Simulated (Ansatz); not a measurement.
hcp Ru was calculated with r²SCAN in Ansatz (plane waves, PAW).

Run with plane-wave cutoff 560 eV, 24×24×14 k mesh (along the axes of the cell as run), Fermi–Dirac smearing 0.05 eV, no spin polarisation, scalar-relativistic PAW data made under PBE.

Properties against volume:

Shape and atoms are relaxed at each volume.

```csv
V (Å³/atom),P (GPa),c (Å),a (Å)
12.954,15.19,4.209,2.666
13.224,7.16,4.235,2.685
13.494,0.00,4.261,2.704
13.764,-6.37,4.287,2.723
14.034,-12.03,4.311,2.742
```

Note: the bulk modulus comes from volumes at which shape and atoms were relaxed.

Ansatz is a quantum-chemistry and plane-wave program.
